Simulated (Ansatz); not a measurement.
Relaxation of F2H2Si (5 atoms, charge 0, multiplicity 1), to a largest force component of 0.03 eV/Å in at most 50 steps.

The calculation used Ansatz 0.2.0, RKS PBE0-D4/def2-SVP.

```xyz
5
Properties=species:S:1:pos:R:3:forces:R:3
Si -0.773 0.022 0.192 0.20 -0.02 -0.01
H 1.502 -0.084 1.571 -0.05 -0.05 0.24
F 1.945 0.071 0.776 -0.17 0.05 -0.27
H -0.703 1.137 -0.868 0.02 -0.01 0.01
F -0.788 -1.252 -0.834 0.00 0.03 0.03
```

Problem. Where does it end, and by what steps?

Solution. It converged. The force dipped under the threshold on the way, but the program's further checks kept it going. After 10 steps the energy has fallen by 0.134 eV; F3 moved furthest, 0.55 Å.

```csv
step,energy less start (eV),largest force component (eV/Å),accepted
0,0.0000,0.270,yes
1,-0.0236,1.716,yes
2,-0.0970,0.563,yes
3,-0.1135,0.677,yes
4,-0.1105,0.628,no
5,-0.1255,0.076,yes
6,-0.1307,0.218,yes
7,-0.1324,0.064,yes
8,-0.1334,0.023,yes
9,-0.1313,0.459,no
10,-0.1340,0.030,yes
```

```xyz
5
Properties=species:S:1:pos:R:3
Si -0.802 0.098 0.245
H 1.580 -0.286 1.431
F 1.429 0.204 0.656
H -0.496 1.137 -0.848
F -0.529 -1.258 -0.647
```

Whether the end is a true minimum wasn't checked by a vibrational analysis.

The run took 11 s on 1 thread of Arm Neoverse V2, with other jobs on the host, peak memory 0.11 GiB.
